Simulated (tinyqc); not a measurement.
Inside a calculation (part 2 of 2). Method: RKS/BLYP in the sto-3g basis, for H2O, spin multiplicity 1. Computed by tinyqc, a small Python program that keeps every step (integrals from PySCF). Command: `OMP_NUM_THREADS=1 python tinyqc.py 31425 31426 out.jsonl` (the two numbers bound the seeds that draw the settings). One thread of a shared host (Intel(R) Xeon(R) Processor @ 2.60GHz), about 0.8 s of CPU time with the checks.

Geometry (angstrom):
```
atom         x          y         z
O     0.000000   0.000000  0.000000
H     0.000000   0.755000  0.662000
H     0.000000  -0.722000  0.632000
```

## Iteration 14 (converged): orbitals

converged F (hartree), lower triangle:
```
             1O 1s      1O 2s     1O 2px     1O 2py     1O 2pz      2H 1s      3H 1s
1O 1s   -18.492093
1O 2s    -4.765313  -1.932313
1O 2px    0.000000   0.000000  -0.067441
1O 2py    0.000936   0.010361   0.000000  -0.189975
1O 2pz   -0.021340  -0.168511   0.000000   0.005607  -0.163842
2H 1s    -0.982100  -0.705104   0.000000  -0.214211  -0.240790  -0.383786
3H 1s    -1.091370  -0.763823   0.000000   0.229514  -0.253307  -0.299213  -0.425316
```

X, lower triangle:
```
            1O 1s      1O 2s    1O 2px     1O 2py     1O 2pz      2H 1s     3H 1s
1O 1s    1.024081
1O 2s   -0.141954   1.227091
1O 2px   0.000000   0.000000  1.000000
1O 2py   0.000661  -0.010577  0.000000   1.097525
1O 2pz  -0.010372   0.110906  0.000000  -0.004811   1.059962
2H 1s    0.020634  -0.262579  0.000000  -0.206422  -0.144498   1.182669
3H 1s    0.021852  -0.295518  0.000000   0.220884  -0.158360  -0.096826  1.211053
```

Diagonalise F' = X^T F X, C = X C', fill 5 alpha and 5 beta electrons from the bottom; D = 2 C_occ C_occ^T. Each column has its largest component positive (the first on a tie).

F' = X^T F X (hartree), lower triangle:
```
            1          2          3          4          5          6          7
1  -18.128823
2   -2.547194  -0.905180
3    0.000000   0.000000  -0.067441
4    0.000574  -0.002199   0.000000  -0.030292
5   -0.036914  -0.028529   0.000000  -0.001382  -0.068718
6   -0.146045  -0.305771   0.000000  -0.253717  -0.189764  -0.039959
7   -0.177875  -0.341504   0.000000   0.269844  -0.206375  -0.087726  -0.029492
```

orbital energies (hartree): MO1 -18.502425, MO2 -0.835771, MO3 -0.360781, MO4 -0.180951, MO5 -0.067441, MO6 0.288946, MO7 0.388519

coefficients C:
```
              MO1        MO2        MO3        MO4       MO5        MO6        MO7
1O 1s    0.993387  -0.224869  -0.005768   0.132430  0.000000   0.118798   0.028910
1O 2s    0.029755   0.791763   0.029256  -0.644341  0.000000  -0.779825  -0.206545
1O 2px   0.000000   0.000000   0.000000   0.000000  1.000000   0.000000   0.000000
1O 2py  -0.000349  -0.014891   0.616833  -0.000262  0.000000  -0.193418   0.937007
1O 2pz   0.004834   0.209966  -0.000461   0.717810  0.000000  -0.769839  -0.172904
2H 1s   -0.006664   0.163969   0.458188   0.297338  0.000000   0.901924  -0.634194
3H 1s   -0.007376   0.186418  -0.441942   0.289564  0.000000   0.592827   0.986048
```

D after iteration 14, lower triangle:
```
            1O 1s      1O 2s    1O 2px     1O 2py    1O 2pz      2H 1s     3H 1s
1O 1s    2.109909
1O 2s   -0.467967   2.087611
1O 2px   0.000000   0.000000  2.000000
1O 2py  -0.001182   0.012829  0.000000   0.761410
1O 2pz   0.105300  -0.592283  0.000000  -0.007201  1.118721
2H 1s   -0.013515  -0.097113  0.000000   0.560217  0.495234   0.650553
3H 1s   -0.016702  -0.104257  0.000000  -0.550907  0.494323  -0.171556  0.627932
```

## Convergence

Stop when the energy changes by less than 1e-10 hartree and every element of the error matrix X^T (F D S - S D F) X is below 3e-06.

Course of the cycle:
```
iteration   E (hartree)     change  largest element of the error matrix
1          -75.91544507          -                             1.29e+00
2          -75.25737585   6.58e-01                             2.17e-01
3          -75.30672893  -4.94e-02                             5.03e-02
4          -75.30943285  -2.70e-03                             1.10e-02
5          -75.30958154  -1.49e-04                             3.64e-03
6          -75.30959994  -1.84e-05                             1.26e-03
7          -75.30960219  -2.25e-06                             4.58e-04
8          -75.30960249  -3.06e-07                             1.63e-04
9          -75.30960254  -4.94e-08                             6.75e-05
10         -75.30960255  -9.62e-09                             3.21e-05
11         -75.30960256  -2.15e-09                             1.60e-05
12         -75.30960256  -5.27e-10                             8.82e-06
13         -75.30960256  -1.35e-10                             4.71e-06
14         -75.30960256  -3.57e-11                             2.53e-06
```

PySCF RKS in the same basis, fine grid = -75.28423236 hartree

Converged in 14 iterations. The coarse grid moves the energy by -2.54e-02 hartree.

## Populations, bond orders and dipole

overlap S, lower triangle:
```
           1O 1s     1O 2s    1O 2px     1O 2py    1O 2pz     2H 1s     3H 1s
1O 1s   1.000000
1O 2s   0.236704  1.000000
1O 2px  0.000000  0.000000  1.000000
1O 2py  0.000000  0.000000  0.000000   1.000000
1O 2pz  0.000000  0.000000  0.000000   0.000000  1.000000
2H 1s   0.048275  0.444527  0.000000   0.283239  0.248350  1.000000
3H 1s   0.053679  0.473275  0.000000  -0.295440  0.258612  0.265239  1.000000
```

Mulliken: Z minus the diagonal of D S on the atom; Loewdin: the same with S^(1/2) D S^(1/2); Mayer order: 2 sum_s sum (D(s) S)_ij (D(s) S)_ji over the two atoms.

Charges (e):
```
atom   Mulliken    Loewdin
1O    -0.334317  -0.231223
2H     0.157105   0.110079
3H     0.177212   0.121143
```

Mayer bond orders:
```
pair     order
2-1   0.968217
3-1   0.961494
3-2   0.007102
```

dipole moment about the origin, x y z (debye): 0.000000  -0.039661  1.635550
